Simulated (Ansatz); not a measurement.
# CCSDT(Q)/STO-3G run of [BH2F2]− (SMILES F[BH2-]F)

What is the vertical ionisation energy of [BH2F2]− at CCSDT(Q)/STO-3G? 

The calculation is run with Ansatz 0.2.0.

2 further runs of the same task are left out: 1 that didn't finish, 1 set aside as unsound or not needed.

## Step 1: Starting point

[BH2F2]− has 5 atoms, charge -1, and is taken as a singlet. SMILES: `F[BH2-]F`. The shape is that of a GFN2-xTB optimisation.

Bond lengths: F1–B2 1.425 Å, B2–F3 1.425 Å, B2–H4 1.225 Å, B2–H5 1.225 Å. Angles: F1–B2–F3 107.4°, F1–B2–H4 109.0°, F1–B2–H5 109.1°, F3–B2–H4 109.0°, F3–B2–H5 109.1°, H4–B2–H5 113.0°.

## Step 2: A single-point energy at CCSDT(Q)/STO-3G

The input, job.yaml:

```yaml
crystal:
  periodic: [false, false, false]
  atoms:
    - {symbol: F, position_ang: [-1.176970, 0.624500, 0.383180]}
    - {symbol: B, position_ang: [0.033530, 0.014270, -0.056090]}
    - {symbol: F, position_ang: [0.407580, -0.947330, 0.926670]}
    - {symbol: H, position_ang: [-0.171950, -0.560090, -1.118950]}
    - {symbol: H, position_ang: [0.907810, 0.868650, -0.134810]}
basis:
  gaussian: {orbitals: STO-3G}
total_charge: -1
correlation: {method: ccsdt_q, frozen_orbitals: {B: 1, F: 1, H: 0}}
accuracy: high
scf: {omitted_lower_state_checks: [cluster_reference, increment]}
```

Launch:

```bash
$ ansatz run job.yaml --threads 1 --pin off --max-ram 2610MiB --events-out events.jsonl --progress --plain --runs-dir runs
```

Output (excerpt; [...] marks lines left out):

```text
Warning: RAYON_NUM_THREADS=1 ignored (pool sized by the plan → 1); use --threads N
Functional definition: HF
  name "HF"
[...]
297 factors; integrals over basis functions are off by at most 3.2e-8 eV
[...]
mean field -6028.91689657 eV, -221.5586094023 hartree, gradient 1.2e-8 eV, S^2 0.000000; 0 other end points of the search recorded, 0 dependent functions left out
3 core orbitals not correlated: weight in the atoms' cores, before any rotation towards them, 1.000 or more for the frozen orbitals, at most 0.000 for the correlated occupied ones
reference -6028.91689657 eV, -221.5586094023 hartree; 10, 10 occupied and 4, 4 virtual orbitals, 297 factors
second order -1.70045680 eV of doubles, -0.00000000 eV of singles
cycle   1  -2.02450851 eV  change   -3.2e-1 eV  update   5.7e-2
[...]
cycle  18  -2.28491812 eV  change   7.8e-10 eV  update   1.5e-9
perturbative correction 0.00002244 eV, 0.0000008246 hartree
Total energy: -6031.20179225 eV, -221.6425777699 hartree
Checks for a lower state left out: cluster_reference, increment
```

It took 0.32 s on 1 thread of Arm Neoverse V1, shared host.

## Step 3: Doublet neutral BH2F2, same level

The input, molecule.yaml:

```yaml
crystal:
  periodic: [false, false, false]
  atoms:
    - {symbol: F, position_ang: [-1.176970, 0.624500, 0.383180]}
    - {symbol: B, position_ang: [0.033530, 0.014270, -0.056090]}
    - {symbol: F, position_ang: [0.407580, -0.947330, 0.926670]}
    - {symbol: H, position_ang: [-0.171950, -0.560090, -1.118950]}
    - {symbol: H, position_ang: [0.907810, 0.868650, -0.134810]}
basis:
  gaussian: {orbitals: STO-3G}
magnetization: {spin_polarized: true, initial_magnetization: 1}
correlation: {method: ccsdt_q, frozen_orbitals: {B: 1, F: 1, H: 0}}
accuracy: high
scf: {omitted_lower_state_checks: [cluster_reference, increment]}
```

Launch:

```bash
$ ansatz run molecule.yaml --threads 1 --pin off --max-ram 2610MiB --events-out events.jsonl --progress --plain --runs-dir runs
```

Output (excerpt; [...] marks lines left out):

```text
Warning: RAYON_NUM_THREADS=1 ignored (pool sized by the plan → 1); use --threads N
Functional definition: HF
  name "HF"
[...]
295 factors; integrals over basis functions are off by at most 3.2e-8 eV
[...]
mean field -6029.09172678 eV, -221.5650342940 hartree, gradient 2.7e-8 eV, S^2 0.757780; 10 other end points of the search recorded, 0 dependent functions left out
3 core orbitals not correlated: weight in the atoms' cores, before any rotation towards them, 1.000 or more for the frozen orbitals, at most 0.000 for the correlated occupied ones
reference -6029.09172678 eV, -221.5650342940 hartree; 10, 9 occupied and 4, 5 virtual orbitals, 295 factors
second order -1.79859290 eV of doubles, -0.00000000 eV of singles
cycle   1  -2.19155786 eV  change   -3.9e-1 eV  update   8.1e-2
[...]
cycle  50  -3.17477199 eV  change   8.6e-10 eV  update  8.7e-10
perturbative correction -0.03809087 eV, -0.0013998138 hartree
Total energy: -6032.30458965 eV, -221.6831048267 hartree
Checks for a lower state left out: cluster_reference, increment
```

It took 2.6 s on 1 thread of Arm Neoverse V1, shared host; peak memory 0.13 GiB.

## Step 4: Summary of results

At CCSDT(Q)/STO-3G, 3 core orbitals frozen:

| quantity | value |
| --- | --- |
| singlet [BH2F2]−: total energy | -221.64258 Eh |
| singlet [BH2F2]−: correlation energy (3 core orbitals frozen) | -84.0 mEh |
| singlet [BH2F2]−: T1 diagnostic | 0.007 |
| doublet neutral BH2F2: total energy | -221.68310 Eh |
| doublet neutral BH2F2: correlation energy (3 core orbitals frozen) | -118.1 mEh |
| doublet neutral BH2F2: ⟨S²⟩ of the reference determinant | 0.758 |
| doublet neutral BH2F2: T1 diagnostic | 0.120 |
| vertical detachment energy (to the doublet neutral) | -1.103 eV |

**Reading.** The species is unbound against losing an electron at this level, by 1.10 eV (−25 kcal/mol); missing correlation or diffuse functions can give that sign where the real anion is bound. In a minimal basis such a difference can be off by several eV, whatever the method. The T1 diagnostic (doublet neutral BH2F2) of 0.120 is above the customary mark for such species, so a single reference may not serve.
